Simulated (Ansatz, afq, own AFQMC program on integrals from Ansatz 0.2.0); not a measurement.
# H2Se, singlet in def2-TZVP, levels against CCSDT(Q)

```xyz
3

Se    0.5611   -0.2749    0.2804
H     0.0461    1.0947    0.1446
H    -0.6073   -0.8198   -0.4250
```

Basis def2-TZVP. Noble-gas cores (and the filled d shells of Ga–Kr and In–Xe) are frozen. AFQMC by an in-house program on the Cholesky factors that Ansatz 0.2.0 writes for its CCSD(T) run. ph-AFQMC/CISD is guided by a CISD state made of CCSD amplitudes; releasing the constraint for a short imaginary time cuts its bias at the price of noise, slowly where states lie close. ± is one standard error of the sampling. No spin–orbit coupling.

Determinant: RHF, the one that the program's search chose, which needn't be the lowest solution. The geometry is a PBE0/def2-SVP stationary point of this or a neighbouring charge and spin state.

No full CI on the walks' own integrals is used here; CCSDT(Q) serves as the reference and is uncertain by about the last step of the cluster series.

Cautions: no relativity below Rb; no spin-orbit coupling; inner d shell frozen.

The T1 diagnostic is 0.0098, the weight of the determinant in the CISD state is 0.910 and the size of the correlated space is 8 electrons in 46 orbitals.

```json
{"level": "MP2", "correlation energy (eV)": "-4.4338"}
{"level": "CCSD", "correlation energy (eV)": "-5.0781"}
{"level": "CCSD(T)", "correlation energy (eV)": "-5.2489"}
```

Problem. Estimate where phaseless AFQMC with a CISD trial lies against CCSD(T) on the same integrals.

Solution. 1.7 ± 0.2 kJ/mol below CCSD(T).

Reference: CCSDT(Q), correlation energy -5.273 eV. The released energy is read at 2.40 1/Eh (meV from the phaseless value at times in 1/Eh: -2.3 ± 2.1 at 0.24, -3.6 ± 2.0 at 0.51, -8.3 ± 1.9 at 0.99, -9.0 ± 1.5 at 1.62, -7.8 ± 2.2 at 2.40).

```csv
level,E − E(reference) (kJ/mol),share of correlation (%)
CCSD(T),2.3,99.54
CCSDT,0.7,99.87
ph-AFQMC/CISD,0.6 ± 0.2,99.87
released AFQMC,-0.1 ± 0.2,100.02
```

A walk keeps the symmetry of its determinant, which the program's search chose and which needn't be the lowest solution, so a lower state of the same spin and another symmetry isn't excluded. Released energies are given only where the last usable release times agree within the noise; a slower fall can still hide under it.
